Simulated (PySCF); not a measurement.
Species: C5H7N.
InChI=1S/C5H7N/c1-4-2-5(4)3-6/h4-5H,2H2,1H3/t4-,5+/m1/s1

Computed, not measured: PBE0-D3(BJ)/def2-SVP geometry optimisation, gas phase (PySCF 2.14.0).

Take the most abundant isotopes and a rigid rotor. 

Q: Give the principal moments of inertia and the rotational constants in GHz.

A: Ia = 53.30, Ib = 235.88, Ic = 261.59 u·Å²; 505379 MHz·u·Å²/I gives 9481, 2143 and 1932 MHz, that is A = 9.4810, B = 2.1426, C = 1.9320 GHz.

Q: What kind of rotor is it?

A: A near-prolate asymmetric top: κ = (2 × 2143 − 9481 − 1932)/(9481 − 1932) = -0.94.

Q: Is it planar, by Δ = Ic − Ia − Ib?

A: Not planar: Δ = Ic − Ia − Ib = -27.59 u·Å². For a rigid frame Δ = −2 Σ m c², so Σ m c² = 13.80 u·Å² lies off the ab plane: 7.16 from hydrogen and 6.63 from heavier atoms. The atom farthest from that plane is 1.59 Å away.

Q: Give the other two planar moments, Paa and Pbb, and the rms extents of the mass along the axes.

A: Paa = Σ m a² = (Ib + Ic − Ia)/2 = 222.08 and Pbb = Σ m b² = (Ia + Ic − Ib)/2 = 39.51 u·Å². With the mass M = 81.06 u, the rms extents √(P/M) along a, b and c are 1.66, 0.70, 0.41 Å.

Q: List the rotational levels J(Ka,Kc) to J = 2 (MHz).

A: Above 0(0,0):
J = 1: 1(0,1) 4075, 1(1,1) 11413, 1(1,0) 11624
J = 2: 2(0,2) 12219, 2(1,2) 19351, 2(1,1) 19983, 2(2,1) 41999, 2(2,0) 42003
Those of J = 1 are B + C, A + C and A + B.

Q: Which types of transition are allowed, and where do some lines up to J = 2 fall?

A: The dipole components are |μa| = 4.26 D, |μb| = 0.76 D, |μc| = 0.66 D. The squared components, which scale the intensities, stand as 1.00 : 0.03 : 0.02 (a : b : c). Some lines, for components of 0.1 D or more:

```csv
type,branch,"J(Ka,Kc)",MHz,lower level (cm⁻¹)
a,Q,"2(1,1) ← 2(1,2)",632,0.645
b,R,"2(0,2) ← 1(1,1)",806,0.381
a,R,"1(0,1) ← 0(0,0)",4075,0.000
c,Q,"2(1,2) ← 2(0,2)",7132,0.408
c,Q,"1(1,1) ← 1(0,1)",7338,0.136
b,Q,"1(1,0) ← 1(0,1)",7549,0.136
b,Q,"2(1,1) ← 2(0,2)",7764,0.408
a,R,"2(1,2) ← 1(1,1)",7938,0.381
a,R,"2(0,2) ← 1(0,1)",8145,0.136
a,R,"2(1,1) ← 1(1,0)",8360,0.388
b,R,"1(1,1) ← 0(0,0)",11413,0.000
c,R,"1(1,0) ← 0(0,0)",11624,0.000
b,R,"2(1,2) ← 1(0,1)",15277,0.136
c,R,"2(1,1) ← 1(0,1)",15909,0.136
c,Q,"2(2,1) ← 2(1,1)",22015,0.667
b,Q,"2(2,0) ← 2(1,1)",22020,0.667
b,Q,"2(2,1) ← 2(1,2)",22647,0.645
b,R,"2(2,1) ← 1(1,0)",30375,0.388
c,R,"2(2,0) ← 1(1,0)",30379,0.388
c,R,"2(2,1) ← 1(1,1)",30586,0.381
b,R,"2(2,0) ← 1(1,1)",30590,0.381
```

Q: Estimate the classical rotational partition function at 100 K, 298.15 K and 500 K.

A: Point group C1, symmetry number σ = 1; q = (√π/σ)·√((kT/h)³/(ABC)), k/h = 20836.6 MHz/K: 26900 at 100 K, 139000 at 298.15 K, 301000 at 500 K.

No frequency check. These are rigid-rotor constants of the computed structure; measured ground-state constants (B0) also hold zero-point vibration. A rigid rotor knows nothing of internal rotation, which can split or shift real lines. Quadrupole hyperfine structure (14N) is left out.

Hardware: an x86-64 server with one thread, on a shared host. Cost: 18 s wall. These figures are those of the optimisation.
